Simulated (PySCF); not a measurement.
Gas-phase reaction: 3 AlOH + 4 AlF₃ = 6 AlF₂ + Al(OH)₃

Computed with PySCF and rigid-rotor harmonic-oscillator thermochemistry at 1 bar. S°(298 K) at PBE0/def2-TZVP differs from the NASA 1993 table for AlOH (+24 J/mol/K); whether the harmonic model or the table's entry is off was not settled. † marks an energy on the PBE0/def2-TZVP geometry and frequencies; other levels use their own. CCSD(T) freezes the core. Open shells (unrestricted): AlF₂ (multiplicity 2); the rest are closed-shell singlets. B3LYP is the form with VWN-RPA correlation. Al(OH)₃: computed as isolated molecules; such fragments, hydroxides, amides, oligomers or adducts are transient or little studied in the gas. CCSD(T) isn't extrapolated to the basis-set limit; its ΔH°(298 K) is 617.5 kJ in def2-SVP and 576.0 kJ in def2-TZVPP. The harmonic model lacks anharmonicity and excited electronic states, which grow with temperature; levels with a mode under 35 cm⁻¹ are left out. Soft modes under 120 cm⁻¹ make the harmonic entropy rough for AlOH.

| level | ΔE electronic, kJ | ΔH°(298 K), kJ | ΔS°(298 K), J/K | ΔG°(2000 K), kJ |
|---|---|---|---|---|
| B3LYP/def2-TZVP† | 535 | 533 | 63 | 439 |
| BLYP/def2-TZVP† | 523 | 521 | 63 | 427 |
| CCSD(T)/def2-SVP† | 620 | 618 | 63 | 523 |
| CCSD(T)/def2-TZVPP† | 578 | 576 | 63 | 482 |
| HF/def2-TZVP† | 360 | 357 | 63 | 263 |
| M06-2X/def2-TZVP† | 523 | 521 | 63 | 426 |
| PBE/def2-SVP | 530 | 524 | 109 | 333 |
| PBE/def2-TZVP† | 485 | 482 | 63 | 388 |
| PBE0/def2-QZVP† | 491 | 489 | 63 | 394 |
| ωB97X-V/def2-TZVP† | 563 | 560 | 63 | 466 |
ΔH° is lowest at HF/def2-TZVP† and highest at CCSD(T)/def2-SVP†. No reference value is set beside these.
